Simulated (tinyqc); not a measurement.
UHF in the sto-6g basis, for LiH+, spin multiplicity 2, step by step. One step of it, computed by the program tinyqc.

Problem. Iteration 2: building the Fock matrix. J_ij = sum D_kl (ij|kl) with D = D(alpha) + D(beta), K_ij = sum D_kl (ik|jl) for each spin; F = H + J - K(s); E = tr D H + tr D J / 2 - 0.5 sum_s tr D(s) K(s) + E_nn.

D(alpha) after iteration 1:
```
            1Li 1s    1Li 2s   1Li 2px   1Li 2py    1Li 2pz      2H 1s
1Li 1s    0.994703  0.007874  0.000000  0.000000  -0.038015  -0.073356
1Li 2s    0.007874  0.057202  0.000000  0.000000   0.085467   0.160014
1Li 2px   0.000000  0.000000  0.000000  0.000000   0.000000   0.000000
1Li 2py   0.000000  0.000000  0.000000  0.000000   0.000000   0.000000
1Li 2pz  -0.038015  0.085467  0.000000  0.000000   0.131402   0.240584
2H 1s    -0.073356  0.160014  0.000000  0.000000   0.240584   0.469244
```

D(beta) after iteration 1:
```
            1Li 1s     1Li 2s   1Li 2px   1Li 2py    1Li 2pz      2H 1s
1Li 1s    0.983252   0.033405  0.000000  0.000000   0.000941  -0.001557
1Li 2s    0.033405   0.001197  0.000000  0.000000   0.000028  -0.000050
1Li 2px   0.000000   0.000000  0.000000  0.000000   0.000000   0.000000
1Li 2py   0.000000   0.000000  0.000000  0.000000   0.000000   0.000000
1Li 2pz   0.000941   0.000028  0.000000  0.000000   0.000001  -0.000002
2H 1s    -0.001557  -0.000050  0.000000  0.000000  -0.000002   0.000003
```

core Hamiltonian H = T + V (hartree):
```
            1Li 1s     1Li 2s    1Li 2px    1Li 2py    1Li 2pz      2H 1s
1Li 1s   -4.757706  -1.011514   0.000000   0.000000  -0.014671  -0.232227
1Li 2s   -1.011514  -1.371249   0.000000   0.000000  -0.115005  -0.620824
1Li 2px   0.000000   0.000000  -1.127146   0.000000   0.000000   0.000000
1Li 2py   0.000000   0.000000   0.000000  -1.127146   0.000000   0.000000
1Li 2pz  -0.014671  -0.115005   0.000000   0.000000  -1.218826  -0.774649
2H 1s    -0.232227  -0.620824   0.000000   0.000000  -0.774649  -1.391501
```

Two-electron integrals (ij|kl) in chemists' order, unique and non-zero (hartree):
```
(11|11) 1.681247   (21|11) 0.242603   (21|21) 0.044507   (22|11) 0.397190
(22|21) 0.090279   (22|22) 0.290625   (31|31) 0.009437   (32|31) 0.014261
(32|32) 0.064236   (33|11) 0.397190   (33|21) 0.090279   (33|22) 0.290625
(33|33) 0.313125   (41|41) 0.009437   (42|41) 0.014261   (42|42) 0.064236
(43|43) 0.016875   (44|11) 0.397190   (44|21) 0.090279   (44|22) 0.290625
(44|33) 0.279374   (44|44) 0.313125   (51|51) 0.009437   (52|51) 0.014261
(52|52) 0.064236   (53|53) 0.016875   (54|54) 0.016875   (55|11) 0.397190
(55|21) 0.090279   (55|22) 0.290625   (55|33) 0.279374   (55|44) 0.279374
(55|55) 0.313125   (61|11) 0.054390   (61|21) 0.009766   (61|22) 0.019987
(61|33) 0.019709   (61|44) 0.019709   (61|51) 0.001301   (61|52) 0.002622
(61|55) 0.020541   (61|61) 0.002370   (62|11) 0.132544   (62|21) 0.030540
(62|22) 0.104420   (62|33) 0.099037   (62|44) 0.099037   (62|51) 0.005247
(62|52) 0.030934   (62|55) 0.115187   (62|61) 0.008085   (62|62) 0.062635
(63|31) 0.002536   (63|32) 0.011673   (63|53) 0.004694   (63|63) 0.004377
(64|41) 0.002536   (64|42) 0.011673   (64|54) 0.004694   (64|64) 0.004377
(65|11) 0.164469   (65|21) 0.038282   (65|22) 0.135264   (65|33) 0.126131
(65|44) 0.126131   (65|51) 0.008176   (65|52) 0.047693   (65|55) 0.153530
(65|61) 0.010589   (65|62) 0.089068   (65|65) 0.128420   (66|11) 0.306608
(66|21) 0.071986   (66|22) 0.269442   (66|33) 0.245954   (66|44) 0.245954
(66|51) 0.014063   (66|52) 0.101449   (66|55) 0.316414   (66|61) 0.020129
(66|62) 0.203336   (66|65) 0.300055   (66|66) 0.774999
```

nuclear repulsion = 0.92191152 hartree

Give: Coulomb J; exchange K(alpha); exchange K(beta); F(alpha); F(beta); total energy of this density.

Solution.

Coulomb J (hartree):
```
         1Li 1s  1Li 2s  1Li 2px  1Li 2py  1Li 2pz  2H 1s
1Li 1s    3.678   0.561    0.000    0.000    0.014  0.129
1Li 2s    0.561   1.070    0.000    0.000    0.090  0.448
1Li 2px   0.000   0.000    1.052    0.000    0.000  0.000
1Li 2py   0.000   0.000    0.000    1.052    0.000  0.000
1Li 2pz   0.014   0.090    0.000    0.000    1.107  0.594
2H 1s     0.129   0.448    0.000    0.000    0.594  1.256
```

exchange K(alpha) (hartree):
```
         1Li 1s  1Li 2s  1Li 2px  1Li 2py  1Li 2pz  2H 1s
1Li 1s    1.677   0.255    0.000    0.000    0.000  0.061
1Li 2s    0.255   0.144    0.000    0.000    0.131  0.224
1Li 2px   0.000   0.000    0.023    0.000    0.000  0.000
1Li 2py   0.000   0.000    0.000    0.023    0.000  0.000
1Li 2pz   0.000   0.131    0.000    0.000    0.203  0.313
2H 1s     0.061   0.224    0.000    0.000    0.313  0.608
```

exchange K(beta) (hartree):
```
         1Li 1s  1Li 2s  1Li 2px  1Li 2py  1Li 2pz  2H 1s
1Li 1s    1.669   0.253    0.000    0.000    0.000  0.058
1Li 2s    0.253   0.050    0.000    0.000    0.000  0.011
1Li 2px   0.000   0.000    0.010    0.000    0.000  0.000
1Li 2py   0.000   0.000    0.000    0.010    0.000  0.000
1Li 2pz   0.000   0.000    0.000    0.000    0.010  0.002
2H 1s     0.058   0.011    0.000    0.000    0.002  0.003
```

F(alpha) (hartree):
```
         1Li 1s  1Li 2s  1Li 2px  1Li 2py  1Li 2pz   2H 1s
1Li 1s   -2.756  -0.706    0.000    0.000   -0.001  -0.164
1Li 2s   -0.706  -0.445    0.000    0.000   -0.156  -0.396
1Li 2px   0.000   0.000   -0.099    0.000    0.000   0.000
1Li 2py   0.000   0.000    0.000   -0.099    0.000   0.000
1Li 2pz  -0.001  -0.156    0.000    0.000   -0.314  -0.494
2H 1s    -0.164  -0.396    0.000    0.000   -0.494  -0.743
```

F(beta) (hartree):
```
         1Li 1s  1Li 2s  1Li 2px  1Li 2py  1Li 2pz   2H 1s
1Li 1s   -2.749  -0.704    0.000    0.000   -0.001  -0.161
1Li 2s   -0.704  -0.351    0.000    0.000   -0.025  -0.184
1Li 2px   0.000   0.000   -0.086    0.000    0.000   0.000
1Li 2py   0.000   0.000    0.000   -0.086    0.000   0.000
1Li 2pz  -0.001  -0.025    0.000    0.000   -0.122  -0.183
2H 1s    -0.161  -0.184    0.000    0.000   -0.183  -0.138
```

total energy of this density = -7.69171 hartree

This density is a damped mixture and is not idempotent.
